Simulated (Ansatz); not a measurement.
# SiPH (singlet): wave-function methods side by side at distance Si1–P2 = 1.839 Å, 6-31G

How much of the correlation energy of SiPH (singlet) does each wave-function method recover here?

Method: 6-31G, core rule «outside noble gas», up to 10 orbitals frozen; program: Ansatz 0.2.0, Gaussian basis.

To be run: UHF; CCSD(T) on RHF; BCCD(T) on RHF; CISD; CCSDT(Q) on RHF; CCSDTQ on RHF; CASSCF and MRCISD+Q, 2 electrons in 2 orbitals; CASSCF and NEVPT2, 2 electrons in 2 orbitals; CASSCF and MRCISD+Q, 10 electrons in 9 orbitals; CASSCF and NEVPT2, 10 electrons in 9 orbitals; Full CI.

8 further runs of the same task are left out: 1 for a known fault of the program, 7 that didn't finish. Runs told in other sessions of the task aren't counted.

### Step 1. What is computed

The geometry derives from a PBE0/def2-TZVP stationary point (not a proven minimum). One bond is set to the value named and the two fragments are kept rigid.

3 atoms, charge 0, spin multiplicity 1.

Atoms are counted from 1 here; the program's logs count them from 0.

Bond lengths: Si1–P2 1.839 Å, Si1–H3 1.707 Å, P2–H3 1.492 Å. Angles: P2–Si1–H3 49.6°, Si1–P2–H3 60.6°, Si1–H3–P2 69.8°.

### Step 2. UHF

File in.yaml:

```yaml
crystal:
  periodic: [false, false, false]
  atoms:
    - {symbol: Si, position_ang: [0.000000, -0.011027, 0.967037]}
    - {symbol: P, position_ang: [0.000000, -0.031535, -0.871848]}
    - {symbol: H, position_ang: [0.000000, 1.276314, -0.154077]}
basis:
  gaussian: {orbitals: 6-31G}
magnetization: {spin_polarized: true, initial_magnetization: 0}
hamiltonian: {xc: hf}
output: {orbitals: {seedname: orbitals}}
```

Started as:

```
> ansatz run in.yaml --threads 1 --pin off --events-out ev --progress --plain --max-ram 4096MiB --backend cpu
```

Further steps of the session: CCSD(T) on RHF; BCCD(T) on RHF; CISD; CCSDT(Q) on RHF; CCSDTQ on RHF; CASSCF and MRCISD+Q, 2 electrons in 2 orbitals; CASSCF and NEVPT2, 2 electrons in 2 orbitals; CASSCF and MRCISD+Q, 10 electrons in 9 orbitals; CASSCF and NEVPT2, 10 electrons in 9 orbitals; Full CI.

Before running them: what should the planned runs give, taken together? Wanted: FCI from the RHF energy; RMP2 from FCI; RCCSD from FCI; RCCSD(T) from FCI; RCCSDT(Q) from FCI; MRCISD+Q pair from FCI; NEVPT2 valence from FCI; MRCISD+Q valence from FCI; T1 diagnostic.

The runs gave:

| quantity | value |
| --- | --- |
| FCI from the RHF energy | -3.4169 eV |
| RMP2 from FCI | +57.1 kJ/mol |
| RCCSD from FCI | +13.2 kJ/mol |
| RCCSD(T) from FCI | +2.6 kJ/mol |
| RCCSDT(Q) from FCI | +0.2 kJ/mol |
| MRCISD+Q pair from FCI | +4.4 kJ/mol |
| NEVPT2 valence from FCI | +28.1 kJ/mol |
| MRCISD+Q valence from FCI | +0.7 kJ/mol |
| levels within 1 kcal/mol (43 meV) | RCCSD(T), BCCD(T), RCCSDT, RCCSDT(Q), RCCSDTQ, MRCISD valence, MRCISD+Q valence |
| T1 diagnostic | 0.017 |
| effectively unpaired electrons | 0.09 |

In words: RCCSD(T) misses by +2.6 kJ/mol, 0.8 % of the correlation energy. One determinant dominates. Of the multireference levels listed MRCISD+Q valence comes nearest in total energy (+0.7 kJ/mol), which doesn't show that its space is the better one. These misses are within one basis, not against nature.
